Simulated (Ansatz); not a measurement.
# Si2H4 (SMILES [SiH][SiH3]): RPA@PBE/STO-3G

Aim: the vertical ionisation energy of Si2H4 at RPA@PBE/STO-3G, from 2 runs. 

The results are computed with Ansatz 0.2.0.

29 further runs of the same task are left out: 29 set aside as unsound or not needed.

### Step 1. The structure to begin with

Si2H4: 6 atoms, total charge 0, spin state triplet. SMILES: `[SiH][SiH3]`. The coordinates come from a GFN2-xTB relaxation.

Bond lengths: Si1–Si2 2.254 Å, Si1–H3 1.473 Å, Si2–H4 1.467 Å, Si2–H5 1.474 Å, Si2–H6 1.474 Å. Angles: Si1–Si2–H4 105.5°, Si1–Si2–H5 115.5°, Si1–Si2–H6 115.4°, Si2–Si1–H3 128.8°, H4–Si2–H5 107.9°, H4–Si2–H6 107.9°, H5–Si2–H6 104.3°.

### Step 2. A single-point energy at RPA@PBE/STO-3G

File molecule.yaml:

```yaml
crystal:
  periodic: [false, false, false]
  atoms:
    - {symbol: Si, position_ang: [0.322720, -1.575880, 0.287350]}
    - {symbol: Si, position_ang: [-0.300130, 0.523270, -0.245660]}
    - {symbol: H, position_ang: [1.427930, -2.017820, 1.155760]}
    - {symbol: H, position_ang: [-1.456530, 0.376070, -1.136010]}
    - {symbol: H, position_ang: [0.714920, 1.325330, -0.951090]}
    - {symbol: H, position_ang: [-0.708920, 1.369020, 0.889660]}
basis:
  gaussian: {orbitals: STO-3G}
magnetization: {spin_polarized: true, initial_magnetization: 2}
correlation: {method: rpa, frozen_orbitals: {H: 0, Si: 5}}
hamiltonian: {xc: pbe}
accuracy: high
```

The run is started by

```console
$ ansatz run molecule.yaml --threads 1 --pin off --max-ram 2610MiB --events-out events.jsonl --progress --plain --runs-dir runs
```

Output:

```text
Warning: RAYON_NUM_THREADS=1 ignored (pool sized by the plan → 1); use --threads N
Functional definition: PBE
  name "PBE"
  parameter kappa = 0.804
  parameter beta = 0.06672455060314922
  exchange = pbe_x(kappa = kappa, mu = beta*pi^2/3)
  correlation = pbe_c(beta = beta)
388 factors; integrals over basis functions are off by at most 6.1e-9 eV
mean field evaluation 1: about -15623.8521 eV, gradient 1.2e1 eV
mean field evaluation 2: about -15623.7967 eV, gradient 1.2e1 eV
mean field evaluation 4: about -15624.8153 eV, gradient 7.3e-1 eV
mean field evaluation 8: about -15624.8204 eV, gradient 1.5e-2 eV
mean field evaluation 16: about -15624.8204 eV, gradient 5.7e-7 eV
mean field -15624.82038414 eV, -574.2015582334 hartree, gradient 8.0e-8 eV, S^2 2.001871; 0 other end points of the search recorded, 0 dependent functions left out
10 core orbitals not correlated: weight in the atoms' cores, before any rotation towards them, 0.999 or more for the frozen orbitals, at most 0.000 for the correlated occupied ones
reference -15603.55368506 eV, -573.4200214573 hartree; 7, 5 occupied and 5, 7 virtual orbitals, 388 factors
Total energy: -15607.59005432 eV, -573.5683552917 hartree
```

Run time: 1.7 s. Hardware: 1 thread of AMD EPYC 9R14 (Zen 4), shared host; peak memory 0.16 GiB.

### Step 3. The doublet cation, same level

File input.yaml:

```yaml
crystal:
  periodic: [false, false, false]
  atoms:
    - symbol: Si
      position_ang: [0.322720, -1.575880, 0.287350]
    - symbol: Si
      position_ang: [-0.300130, 0.523270, -0.245660]
    - symbol: H
      position_ang: [1.427930, -2.017820, 1.155760]
    - symbol: H
      position_ang: [-1.456530, 0.376070, -1.136010]
    - symbol: H
      position_ang: [0.714920, 1.325330, -0.951090]
    - symbol: H
      position_ang: [-0.708920, 1.369020, 0.889660]
basis:
  gaussian: {orbitals: STO-3G}
accuracy: high
magnetization: {spin_polarized: true, initial_magnetization: 1}
correlation: {method: rpa, frozen_orbitals: {H: 0, Si: 5}}
hamiltonian: {xc: {name: PBE}}
total_charge: 1
```

The run is started by

```console
$ ansatz run input.yaml --threads 1 --pin off --max-ram 2610MiB --events-out events.jsonl --progress --plain --runs-dir runs
```

Output, cut to the lines that bear on the results:

```text
Warning: RAYON_NUM_THREADS=1 ignored (pool sized by the plan → 1); use --threads N
Functional definition: PBE
  name "PBE"
[...]
387 factors; integrals over basis functions are off by at most 6.1e-9 eV
[...]
mean field -15619.99967821 eV, -574.0244005582 hartree, gradient 5.8e-8 eV, S^2 0.750739; 0 other end points of the search recorded, 0 dependent functions left out
10 core orbitals not correlated: weight in the atoms' cores, before any rotation towards them, 0.999 or more for the frozen orbitals, at most 0.000 for the correlated occupied ones
reference -15599.17261602 eV, -573.2590201397 hartree; 6, 5 occupied and 6, 7 virtual orbitals, 387 factors
Total energy: -15603.69508793 eV, -573.4252179170 hartree
```

It took 1.7 s on 1 thread of AMD EPYC 9R14 (Zen 4), shared host; peak memory 0.16 GiB.

### Step 4. Results

Level: RPA@PBE/STO-3G, 10 core orbitals frozen.

```
                                          quantity          value
                       triplet Si2H4: total energy  -573.56836 Eh
   triplet Si2H4: RPA correlation energy (valence)     -148.3 mEh
  triplet Si2H4: ⟨S²⟩ of the reference determinant          2.002
                      doublet cation: total energy  -573.42522 Eh
  doublet cation: RPA correlation energy (valence)     -166.2 mEh
 doublet cation: ⟨S²⟩ of the reference determinant          0.751
vertical ionisation energy (to the doublet cation)       3.895 eV
```

Removing an electron at fixed nuclei costs 3.89 eV (90 kcal/mol). In a minimal basis such a difference can be off by several eV, whatever the method.
